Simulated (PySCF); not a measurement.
Does the answer move with the share of exact exchange?

C4H8FN.
SMILES with atom numbers: `[CH3:1][C@@H:2]1[NH:3][CH2:4][C@@H:5]1[F:6]` (hydrogens: H7, H8, H9 on C1; H10 on C2; H11 on N3; H12, H13 on C4; H14 on C5)

Structure used (PBE0-D3(BJ)/def2-SVP), in Å, numbered top down from 1:
```
atom  x, y, z in Å
C1    -1.4427   -0.1957   -0.2267
C2    -0.2350    0.6333    0.1637
N3     0.7246    0.9292   -0.9115
C4     1.5947   -0.1773   -0.5068
C5     0.8835   -0.1792    0.8466
F6     0.5309   -1.4006    1.3423
H7    -2.0198   -0.4934    0.6617
H8    -1.1507   -1.1140   -0.7585
H9    -2.1083    0.3883   -0.8820
H10   -0.5634    1.5344    0.7127
H11    0.3557    0.8944   -1.8588
H12    2.6758    0.0392   -0.5212
H13    1.4193   -1.1406   -1.0226
H14    1.4146    0.3780    1.6339
```

PySCF, pcSseg-1 basis, density fitting, gas phase, PBE0-D3(BJ)/def2-SVP geometry. One functional is left out:

```
functional  exact exchange (%)  HOMO energy (eV)  LUMO energy (eV)  dipole moment (D)
     B97-D                   0             -5.23              0.72              0.936
      BLYP                   0             -5.08              0.61              0.923
      BP86                   0             -5.31              0.65              0.932
       LDA                   0             -5.28              0.40              0.977
      OPBE                   0             -5.20              0.76              0.942
       PBE                   0             -5.20              0.59              0.931
     B3LYP                  20             -6.45              1.16              0.960
     B97-2                  21             -6.44              1.51              0.968
      PBE0                  25             -6.70              1.50              0.969
 BHandHLYP                  50             -8.13              2.18              1.000
```

Question: Predict the row of mPW1PW91 (25 % exact exchange) by straight lines through the other rows, and check it.

Answer: 
```
         property   line  computed  computed − line  PBE0 (25 %), for comparison
 HOMO energy (eV)  -6.69     -6.74            -0.05                        -6.70
 LUMO energy (eV)   1.44      1.50            +0.06                         1.50
dipole moment (D)  0.970     0.973           +0.003                        0.969
```

Question: Which of these properties follows the share of exact exchange most closely, and which least?

Answer: Most closely the HOMO energy, least the dipole moment; the correlations over the tabulated rows are HOMO energy -0.998, LUMO energy 0.975, dipole moment 0.817. The HOMO energy moves by -0.586 eV for every 10 %. Functionals with the same share still differ in their other parts: at 0 % BLYP and BP86 differ by 0.23 eV in it.
